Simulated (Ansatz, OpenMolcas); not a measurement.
How basis sets differ on LiH (SMILES [LiH])

LiH has 2 atoms, charge 0, and is taken as a singlet. As SMILES, `[LiH]`. Geometry: the measured bond length.

```xyz
2

Li    0.0000    0.0000    0.0000
H     0.0000    0.0000    1.5957
```

Each level gives the energy change with the Li1–H2 bond stretched from 1.596 to 1.995 Å (eV). The values are calculated.

| level | kind | program | value (eV) |
| --- | --- | --- | --- |
| PBE0/3-21G (restricted) | global hybrid | Ansatz | 0.27 |
| PBE0/def2-SVP (restricted) | global hybrid | OpenMolcas | 0.34 |
| PBE0/6-31G** (spherical functions) (restricted) | global hybrid | OpenMolcas | 0.29 |
| PBE0/cc-pVTZ (restricted) | global hybrid | Ansatz | 0.33 |

The first shape isn't each level's own minimum. The values span 0.27 to 0.34 eV.
